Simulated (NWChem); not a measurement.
Everything below was run with NWChem. System: nitrogen trifluoride (F$_{3}$N), charge 0, spin multiplicity 1, at a geometry optimised with B3LYP/def2-SVP. Level: EOM-CCSD/6-31+G* (spherical d), 4 core orbitals frozen.

Job file:

```
start mol
memory heap 100 mb stack 700 mb global 1900 mb
geometry units angstroms nocenter noautoz
  F      0.616153    -0.118856     1.065783
  N     -0.003236     0.474531     0.000000
  F      0.616153    -0.118856    -1.065783
  F     -1.229789    -0.131368     0.000000
  symmetry group Cs
end
basis spherical
  * library 6-31+g*
end
scf
  rhf
  nopen 0
  maxiter 100
  thresh 1e-7
  semidirect memsize 60000000 filesize 0
end
tce
  freeze core 4
  ccsd
  nroots 2
  2eorb
  2emet 13
  thresh 1e-5
  maxiter 200
  tilesize 24
end
task tce energy
```

Output (cleaned and shortened):

```
             Northwest Computational Chemistry Package (NWChem) 7.3.0
             --------------------------------------------------------

                                NWChem Input Module
                                -------------------

 Scaling coordinates for geometry "geometry" by  1.889725989
 (inverse scale =  0.529177249)

 Turning off AUTOSYM since
 SYMMETRY directive was detected!

                             Geometry "geometry" -> ""
                             -------------------------

 Output coordinates in angstroms (scale by  1.889725989 to convert to a.u.)

  No.       Tag          Charge          X              Y              Z
 ---- ---------------- ---------- -------------- -------------- --------------
    1 F                    9.0000     0.61615300    -0.11885600     1.06578300
    2 N                    7.0000    -0.00323600     0.47453100     0.00000000
    3 F                    9.0000     0.61615300    -0.11885600    -1.06578300
    4 F                    9.0000    -1.22978900    -0.13136800     0.00000000

 Effective nuclear repulsion energy (a.u.)     133.4330224052

            Nuclear Dipole moment (a.u.)
            ----------------------------
        X                 Y               Z
 ---------------- ---------------- ----------------
     0.0000018897    -0.0000056692     0.0000000000

      Symmetry information
      --------------------

 Group name             Cs
 Group number              2
 Group order               2
 No. of unique centers     3

      Symmetry unique atoms

     1    2    4


 Summary of "ao basis" -> "" (spherical)
 ------------------------------------------------------------------------------
       Tag                 Description            Shells   Functions and Types
 ---------------- ------------------------------  ------  ---------------------
 *                          6-31+g*                   on all atoms

 Summary of "ao basis" -> "ao basis" (spherical)
 ------------------------------------------------------------------------------
       Tag                 Description            Shells   Functions and Types
 ---------------- ------------------------------  ------  ---------------------
 F                          6-31+g*                  8       18   4s3p1d
 N                          6-31+g*                  8       18   4s3p1d

                                 NWChem SCF Module
                                 -----------------

  ao basis        = "ao basis"
  functions       =    72
  atoms           =     4
  closed shells   =    17
  open shells     =     0
  charge          =   0.00
  wavefunction    = RHF
  use symmetry    = T
  symmetry adapt  = T

 Summary of "ao basis" -> "ao basis" (spherical)
 ------------------------------------------------------------------------------
       Tag                 Description            Shells   Functions and Types
 ---------------- ------------------------------  ------  ---------------------
 F                          6-31+g*                  8       18   4s3p1d
 N                          6-31+g*                  8       18   4s3p1d

      Symmetry analysis of basis
      --------------------------

        a'         44
        a"         28

 Forming initial guess at       0.0s

      Superposition of Atomic Density Guess
      -------------------------------------

 Sum of atomic energies:        -352.43040941

      Non-variational initial energy
      ------------------------------

 Total energy =    -352.897338
[...]
    22a'  (alpha) ---    14a'  (alpha)        0.1877461012
    24a'  (alpha) ---    17a'  (alpha)       -0.6398555240
    26a'  (alpha) ---    17a'  (alpha)       -0.1850337634
    28a'  (alpha) ---    17a'  (alpha)       -0.1625676800

 Doubles contributions

 =========================================
 Excited-state calculation ( a"  symmetry)
 =========================================
 Dim. of EOMCC iter. space      500

 EOMCCSD SOLVER TYPE  1
  maxdiff =   0.81333574674251818

 No. of initial right vectors    2

 EOM-CCSD right-hand side iterations
 --------------------------------------------------------------
      Residuum       Omega / hartree  Omega / eV    Cpu    Wall
 --------------------------------------------------------------

 Iteration   1 using    2 trial vectors
   0.7460431873611   0.5628410521359   15.31569
   0.8332885084873   0.6815202714364   18.54512     1.4     1.4

 Iteration   2 using    4 trial vectors
   0.1640095837403   0.4145579381212   11.28070
   0.1446259730279   0.4916059884804   13.37729     1.2     1.2

 Iteration   3 using    6 trial vectors
   0.1392105281618   0.3985648913487   10.84551
   0.0808332682675   0.4809337450851   13.08688     1.1     1.1

 Iteration   4 using    8 trial vectors
   0.1608946338430   0.3702019348288   10.07371
   0.0877671855147   0.4734945345480   12.88445     1.2     1.2

 Iteration   5 using   10 trial vectors
   0.0985496151205   0.3464202623365    9.42658
   0.1507639050770   0.4536101104559   12.34336     1.2     1.2

 Iteration   6 using   12 trial vectors
   0.0506869505316   0.3432499260695    9.34031
   0.1838370577760   0.4225360470055   11.49780     1.3     1.3

 Iteration   7 using   14 trial vectors
   0.0263998025497   0.3410618843477    9.28077
   0.0856647357143   0.3977093192094   10.82223     1.1     1.1

 Iteration   8 using   16 trial vectors
   0.0179303730146   0.3406896011934    9.27064
   0.0499735043832   0.3961334254867   10.77934     1.1     1.1

 Iteration   9 using   18 trial vectors
   0.0158844830516   0.3405910428666    9.26796
   0.0276588856275   0.3930728095407   10.69606     1.2     1.2

 Iteration  10 using   20 trial vectors
   0.0104683437054   0.3400720453069    9.25384
   0.0158896295381   0.3932517755445   10.70093     1.2     1.2

 Iteration  11 using   22 trial vectors
   0.0063152812407   0.3402698869925    9.25922
   0.0097026212816   0.3928793703502   10.69080     1.4     1.4

 Iteration  12 using   24 trial vectors
   0.0039445113665   0.3400372170977    9.25289
   0.0081550530664   0.3927129523907   10.68627     1.5     1.5

 Iteration  13 using   26 trial vectors
   0.0019207999208   0.3401322870320    9.25547
   0.0078194012438   0.3928443482617   10.68984     1.5     1.5

 Iteration  14 using   28 trial vectors
   0.0011655115746   0.3401106102768    9.25488
   0.0049968156985   0.3925449440379   10.68170     1.3     1.3

 Iteration  15 using   30 trial vectors
   0.0006197324612   0.3401137362233    9.25497
   0.0031046243925   0.3927270195194   10.68665     1.5     1.5

 Iteration  16 using   32 trial vectors
   0.0003510039960   0.3401185486894    9.25510
   0.0015803078598   0.3926133188933   10.68356     1.5     1.5

 Iteration  17 using   34 trial vectors
   0.0002074285328   0.3401148677873    9.25500
   0.0009165111452   0.3926606479376   10.68484     1.5     1.5

 Iteration  18 using   36 trial vectors
   0.0001460663696   0.3401162961263    9.25504
   0.0005045888981   0.3926400716403   10.68428     1.5     1.5

 Iteration  19 using   38 trial vectors
   0.0001267221313   0.3401149138837    9.25500
   0.0002622255325   0.3926449805848   10.68442     1.5     1.5

 Iteration  20 using   40 trial vectors
   0.0000986239234   0.3401166039830    9.25505
   0.0001372971190   0.3926451637379   10.68442     1.5     1.5

 Iteration  21 using   42 trial vectors
   0.0000646281388   0.3401157463657    9.25502
   0.0001030306962   0.3926446718912   10.68441     1.5     1.5

 Iteration  22 using   44 trial vectors
   0.0000339562416   0.3401161545039    9.25504
   0.0000833278907   0.3926451032350   10.68442     1.6     1.6

 Iteration  23 using   46 trial vectors
   0.0000245750955   0.3401163806604    9.25504
   0.0000511823998   0.3926452180911   10.68442     2.0     2.0

 Iteration  24 using   48 trial vectors
   0.0000135648711   0.3401161550302    9.25504
   0.0000304038790   0.3926449949133   10.68442     2.0     2.0

 Iteration  25 using   50 trial vectors
   0.0000090442776   0.3401163005188    9.25504
   0.0000189088263   0.3926451988195   10.68442     1.5     1.5

 Iteration  26 using   51 trial vectors
   0.0000073190412   0.3401162640918    9.25504
   0.0000103844435   0.3926452195760   10.68442     0.9     0.9

 Iteration  27 using   52 trial vectors
   0.0000066039126   0.3401162775630    9.25504
   0.0000064428854   0.3926451143920   10.68442     0.8     0.8
 --------------------------------------------------------------
 Iterations converged
 ------------------

 Excited state root  1
 Excitation energy / hartree =        0.340116277562951
                   / eV      =        9.255038748822999
 largest EOMCCSD amplitudes: R1 and R2

 Singles contributions
    22a'  (alpha) ---    15a"  (alpha)        0.1882957121
    19a"  (alpha) ---    17a'  (alpha)        0.5524043311
    23a"  (alpha) ---    17a'  (alpha)       -0.6414960799
    25a"  (alpha) ---    17a'  (alpha)       -0.1854313252
    27a"  (alpha) ---    17a'  (alpha)        0.1629418683

 Doubles contributions
 ------------------

 Excited state root  2
 Excitation energy / hartree =        0.392645114392027
                   / eV      =       10.684421734451263
 largest EOMCCSD amplitudes: R1 and R2

 Singles contributions
    18a'  (alpha) ---    16a"  (alpha)        0.2193376611
    20a'  (alpha) ---    15a"  (alpha)       -0.1545010705
    21a'  (alpha) ---    16a"  (alpha)       -0.2504950677
    22a'  (alpha) ---    16a"  (alpha)       -0.6704679769
    24a'  (alpha) ---    13a"  (alpha)       -0.1370847683
    24a'  (alpha) ---    15a"  (alpha)        0.2316349220
    29a'  (alpha) ---    16a"  (alpha)        0.1101069864
    33a'  (alpha) ---    16a"  (alpha)        0.1855397209
    19a"  (alpha) ---    14a'  (alpha)        0.1549112813
    23a"  (alpha) ---    12a'  (alpha)       -0.1373135903
    23a"  (alpha) ---    14a'  (alpha)       -0.2321837124

 Doubles contributions

 Task  times  cpu:       84.9s     wall:       84.9s

 Total times  cpu:       84.9s     wall:       84.9s
```
